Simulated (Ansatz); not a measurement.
# BH₂− (singlet): the correlation ladder at scale of all distances = 1.130, 6-31++G**

Aim: climb from Hartree-Fock through coupled cluster and multireference methods for BH₂− (singlet) at one geometry and basis, and see what each rung misses.

Program: Ansatz 0.2.0, Gaussian basis. Level of theory: 6-31++G**, core rule «outside noble gas», up to 1 orbitals frozen. These are calculated values, not measurements.

The runs, in order: UHF; CCSD(T) on RHF; CCSD(T) on UHF; BCCD(T) on RHF; CISD; CCSDT(Q) on RHF; CCSDT(Q) on UHF; CCSDTQ on RHF; CASSCF and MRCISD+Q, 2 electrons in 2 orbitals; CASSCF and NEVPT2, 2 electrons in 2 orbitals; CASSCF and MRCISD+Q, 6 electrons in 6 orbitals; CASSCF and NEVPT4(SD), 6 electrons in 6 orbitals; CASSCF and NEVPT2, 6 electrons in 6 orbitals; Full CI.

14 further runs of the same task are left out: 9 that didn't finish, 5 set aside as unsound or not needed.

## 1. What is computed

The geometry derives from a PBE0/def2-TZVPD stationary point (not a proven minimum). All distances are scaled together.

3 atoms, charge -1, spin multiplicity 1.

Atoms are counted from 1 here; the program's logs count them from 0.

Bond lengths: B1–H2 1.409 Å, B1–H3 1.409 Å. Angles: H2–B1–H3 102.0°.

Geometry (Å):

| atom | x (Å) | y (Å) | z (Å) |
| --- | --- | --- | --- |
| B1 | 0.00000 | -0.13941 | 0.00000 |
| H2 | 0.00000 | 0.74762 | -1.09506 |
| H3 | 0.00000 | 0.74762 | 1.09506 |

## 2. UHF

Input file in.yaml:

```yaml
crystal:
  periodic: [false, false, false]
  atoms:
    - {symbol: B, position_ang: [0.000000, -0.139406, 0.000000]}
    - {symbol: H, position_ang: [0.000000, 0.747624, -1.095056]}
    - {symbol: H, position_ang: [0.000000, 0.747624, 1.095056]}
basis:
  gaussian: {orbitals: "6-31++G**"}
total_charge: -1
magnetization: {spin_polarized: true, initial_magnetization: 0}
hamiltonian: {xc: hf}
output: {orbitals: {seedname: orbitals}}
```

Launch:

```sh
$ ansatz run in.yaml --threads 1 --pin off --events-out ev --progress --plain --max-ram 2393MiB
```

The runs that follow: CCSD(T) on RHF; CCSD(T) on UHF; BCCD(T) on RHF; CISD; CCSDT(Q) on RHF; CCSDT(Q) on UHF; CCSDTQ on RHF; CASSCF and MRCISD+Q, 2 electrons in 2 orbitals; CASSCF and NEVPT2, 2 electrons in 2 orbitals; CASSCF and MRCISD+Q, 6 electrons in 6 orbitals; CASSCF and NEVPT4(SD), 6 electrons in 6 orbitals; CASSCF and NEVPT2, 6 electrons in 6 orbitals; Full CI.

Before running them: what should the planned runs give, taken together? Wanted: FCI below the RHF energy; RMP2 from FCI; UMP2 from FCI; RCCSD from FCI; RCCSD(T) from FCI; UCCSD(T) from FCI; RCCSDT(Q) from FCI; UCCSDT(Q) from FCI; MRCISD+Q pair from FCI.

As calculated:

```
                         quantity                                                                                                        value
         FCI below the RHF energy                                                                                                   -3.3173 eV
                    RMP2 from FCI                                                                                              +17.71 kcal/mol
                    UMP2 from FCI                                                                                              +18.46 kcal/mol
                   RCCSD from FCI                                                                                               +2.83 kcal/mol
                RCCSD(T) from FCI                                                                                               +0.58 kcal/mol
                UCCSD(T) from FCI                                                                                               +0.92 kcal/mol
               RCCSDT(Q) from FCI                                                                                               +0.02 kcal/mol
               UCCSDT(Q) from FCI                                                                                                0.00 kcal/mol
           MRCISD+Q pair from FCI                                                                                               -0.03 kcal/mol
          NEVPT2 valence from FCI                                                                                              +13.44 kcal/mol
      NEVPT4(SD) valence from FCI                                                                                               +2.80 kcal/mol
levels within 1 kcal/mol (43 meV)  RCCSD(T), UCCSD(T), BCCD(T), RCCSDT, UCCSDT, RCCSDT(Q), UCCSDT(Q), RCCSDTQ, MRCISD+Q pair, MRCISD+Q valence
                    T1 diagnostic                                                                                                        0.014
   effectively unpaired electrons                                                                                                         0.11
```

**Reading.** RCCSD(T) misses by +0.58 kcal/mol, 0.8 % of the correlation energy. One determinant dominates. Of the multireference levels listed MRCISD+Q pair comes nearest in total energy (-0.03 kcal/mol), which doesn't show that its space is the better one. These misses are within one basis, not against nature.
